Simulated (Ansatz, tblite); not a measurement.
# The cluster LiF2−: removing an electron

One table from this session's results is given with a row withheld; the runs are named, their logs left out.

Program: Ansatz 0.2.0, Gaussian basis. Level of theory: as each input shows. These are calculated values, not measurements.

Levels to be run: charge 0 doublet, at the geometry of the singlet (PBE0-D4/def2-TZVPD, PBE-D4/def2-TZVPD, r2SCAN-D4/def2-TZVPD, LC-ωPBE(0.10)/def2-TZVPD, LC-ωPBE(0.15)/def2-TZVPD, LC-ωPBE(0.20)/def2-TZVPD, LC-ωPBE(0.30)/def2-TZVPD, CCSD(T)/def2-TZVPPD); the starting singlet's energies come from earlier runs.

## The geometry

The geometry is that of the singlet, from an earlier relaxation (r2SCAN-D4/def2-TZVPD). At that level it is the lowest of the isomers that a small search found.

3 atoms, charge -1, spin multiplicity 1.

Atoms are counted from 1 here; the program's logs count them from 0.

Bond lengths: Li1–F2 1.694 Å, Li1–F3 1.694 Å. Angles: F2–Li1–F3 180.0°.

The ion is computed in the gas phase, without counter-ions or solvent.

Set-up of the first run:

in.yaml

```yaml
crystal:
  periodic: [false, false, false]
  atoms:
    - {symbol: Li, position_ang: [-0.000024, 0.000006, 0.000005]}
    - {symbol: F, position_ang: [-0.854914, 0.971996, -1.093028]}
    - {symbol: F, position_ang: [0.854938, -0.971991, 1.093022]}
basis:
  gaussian: {orbitals: def2-TZVPD}
magnetization: {spin_polarized: true, initial_magnetization: 1}
hamiltonian: {xc: pbe0, dispersion: d4}
output: {orbitals: {seedname: orbitals}}
```

Run with:

```bash
> ansatz run in.yaml --threads 4 --pin off --events-out ev --progress --plain --max-ram 3916MiB
```

Among the steps run: Charge 0 doublet at the fixed geometry, PBE0-D4/def2-TZVPD; Charge 0 doublet at the fixed geometry, PBE-D4/def2-TZVPD; Charge 0 doublet at the fixed geometry, r2SCAN-D4/def2-TZVPD; Charge 0 doublet at the fixed geometry, LC-ωPBE(0.10)/def2-TZVPD; Charge 0 doublet at the fixed geometry, LC-ωPBE(0.15)/def2-TZVPD; Charge 0 doublet at the fixed geometry, LC-ωPBE(0.20)/def2-TZVPD; Charge 0 doublet at the fixed geometry, LC-ωPBE(0.30)/def2-TZVPD; Charge 0 doublet at the fixed geometry, CCSD(T)/def2-TZVPPD.

One table of the session follows, with a row left open; its other results are not shown here.

It belongs to the step «Vertical ionisation energy». 

| method | vertical ionisation energy (eV) |
| --- | --- |
| HF/def2-TZVPPD | 4.53 |
| PBE-D4/def2-TZVPD | ? |
| r2SCAN-D4/def2-TZVPD | 5.04 |
| PBE0-D4/def2-TZVPD | 5.43 |
| MP2/def2-TZVPPD | 6.75 |
| CCSD/def2-TZVPPD | 6.33 |
| CCSD(T)/def2-TZVPPD | 6.44 |

Estimate the missing values for PBE-D4/def2-TZVPD.

**Answer.** vertical ionisation energy (eV): 4.95. In the column «vertical ionisation energy (eV)» it lies between HF/def2-TZVPPD (4.53) and r2SCAN-D4/def2-TZVPD (5.04).
